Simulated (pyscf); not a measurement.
# Elimination: HO–In(OH)–OH (SMILES [OH][In]([OH])[OH]) → H₂O (SMILES O) + O=In–OH (SMILES [O]=[In][OH])

Gas phase, singlet surface, charge 0. Bonds broken: O1–In2, O3–H6. Bonds formed: O1–H6. Optimised with ωB97X-D3(BJ)/def2-SVP in PySCF. MP2 and CC: frozen core, UHF for open shells. ΔMP2 is the change of the MP2 total energy from the triple- to the quadruple-zeta basis.

Transition state (Å):

```xyz
7

O     -0.1184    -0.2332     1.0058
In    -0.2986    -0.1086    -1.2589
O      1.1600     0.9501    -0.6559
O     -1.7221    -1.0893    -2.1792
H     -0.6674     0.2727     1.6180
H      0.6608     0.4432     0.5456
H     -2.1335    -1.7501    -1.6069
```

One imaginary mode, 774i cm⁻¹; descent along it reached the two sides named, in the forms told below.

| bond | change | reactant side (Å) | saddle | product side |
|---|---|---|---|---|
| O1–In2 | breaks | 1.993 | 2.275 | 2.417 |
| O3–H6 | breaks | 0.965 | 1.396 | 1.771 |
| O1–H6 | forms | 3.3 | 1.130 | 1.008 |

Electronic energies relative to the reactant's lowest minimum found (kJ/mol):

```csv
level,barrier,reaction energy,reverse barrier
ωB97X-D3(BJ)/def2-TZVP,178.9,+243.0,-64.1
PBE/def2-TZVP,133.8,+190.4,-56.6
r²SCAN/def2-TZVP,150.4,+216.5,-66.1
B3LYP-D3(BJ)/def2-TZVP,159.1,+211.6,-52.5
PBE0-D3(BJ)/def2-TZVP,160.9,+224.5,-63.6
M06-2X/def2-TZVP,180.7,+254.1,-73.4
ωB97M-D3(BJ)/def2-TZVP,175.2,+233.9,-58.7
HF/def2-TZVP,244.9,+278.6,-33.7
MP2/def2-QZVPP,159.9,+208.1,-48.2
CCSD/def2-TZVPP,186.1,+234.4,-48.3
CCSD(T)/def2-TZVPP,170.5,+219.9,-49.4
CCSD(T)/def2-TZVPP + ΔMP2(QZVPP),171.2,+220.1,-48.9
```

With CCSD(T)/def2-TZVPP + ΔMP2(QZVPP) energies and thermal terms (ideal gas, 1 atm, RRHO with modes under 100 cm⁻¹ raised to 100, one conformer, R ln 2 for chiral ones without a mode under 150 cm⁻¹), in kJ/mol:

```
T (K)    ΔH‡    ΔG‡      ΔH      ΔG
-----  -----  -----  ------  ------
298    161.8  167.6  +215.8  +178.9
600    158.1  174.9  +211.6  +143.0
900    155.4  184.0  +206.5  +109.8
1200   153.4  193.8  +201.3   +78.4
```

On the product side the descent ends in an adduct with a In–O contact, 71.0 kJ/mol under the separated species and 6.9 kJ/mol under the saddle at ωB97X-D3(BJ)/def2-TZVP. At ωB97X-D3(BJ), PBE, r²SCAN, B3LYP-D3(BJ), PBE0-D3(BJ), M06-2X, ωB97M-D3(BJ), HF, MP2, CCSD, CCSD(T), CCSD(T) the saddle lies under the separated products, which points to a path from their complex (located at ωB97X-D3(BJ) alone), and parting the products costs more than the saddle. What is counted as broken (In–O) persists as a longer contact in the product adduct; parting that adduct is a step of its own. This is the saddle that the search found; another between the same sides may lie lower. The CCSD(T) − MP2 part came from Ansatz, without density fitting, on the same reference. The frozen core leaves the outer d or s,p core shells of the metals and heavy elements correlated in the MP2 and CC values, and def2-TZVPP describes them poorly, which can shift differences by a few kcal/mol. Elements past Kr carry the def2 core potentials, without spin-orbit coupling.
